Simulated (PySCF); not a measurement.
Species: C₂H₂F₃N.
Numbering: `[H]/[N:1]=[CH:2]/[C:3]([F:4])([F:5])[F:6]` (hydrogens: H7 on N1; H8 on C2)

Theory: EOM-IP-CCSD/aug-cc-pVDZ in PySCF, restricted Hartree–Fock reference, frozen core, non-relativistic, gas phase, PBE0-D3(BJ)/def2-SVP geometry.

Hartree–Fock orbital energies give these Koopmans values (eV): HOMO 12.82, HOMO-1 13.35, HOMO-2 16.30, HOMO-3 17.85, HOMO-4 18.18, HOMO-5 18.30, HOMO-6 19.19, HOMO-7 19.57.

Task: What vertical ionisation energies does EOM-IP-CCSD give?

Result: 
```csv
leading hole (HF orbital),Koopmans (eV),EOM-IP-CCSD (eV),change (eV),one-hole share
HOMO,12.82,11.32,-1.50,0.95
HOMO-1,13.35,13.26,-0.09,0.96
HOMO-2,16.30,14.34,-1.96,0.95
HOMO-3,17.85,15.13,-2.72,0.95
HOMO-4,18.18,15.63,-2.55,0.95
HOMO-5,18.30,15.84,-2.46,0.95
HOMO-6,19.19,16.85,-2.34,0.95
HOMO-7,19.57,16.93,-2.64,0.95
```

Task: Does the order of the lines follow the orbital energies?

Result: Yes, no two lines change places. The corrections run from -2.72 to -0.09 eV, with a mean of -2.03 eV over the 8 lines; no line lies above its Koopmans value. Koopmans values leave out both the relaxation of the orbitals and the change in correlation energy.

Task: At what kinetic energies would He I light (21.22 eV) eject these electrons?

Result: 9.90 eV (HOMO), 7.96 eV (HOMO-1), 6.88 eV (HOMO-2), 6.09 eV (HOMO-3), 5.59 eV (HOMO-4), 5.38 eV (HOMO-5), 4.37 eV (HOMO-6), 4.29 eV (HOMO-7).

Task: What total energy has the lowest final state, and which wavelength reaches it?

Result: E(CCSD) + ionisation energy = -430.77251 + 0.41608 = -430.35643 Eh, at the geometry of the initial state. The threshold wavelength is 1239.84 eV nm/11.32 eV = 109.5 nm.

Lines less than 0.15 eV apart could change places at a higher level. One root was sought for each valence orbital with −ε under 21 eV, eight at most, so deeper holes and satellites are missing; no vibrational structure.

The values belong to the conformer `[H]/[N:1]=[CH:2]/[C:3]([F:4])([F:5])[F:6]`: N1–C2–C3–F4 2°.
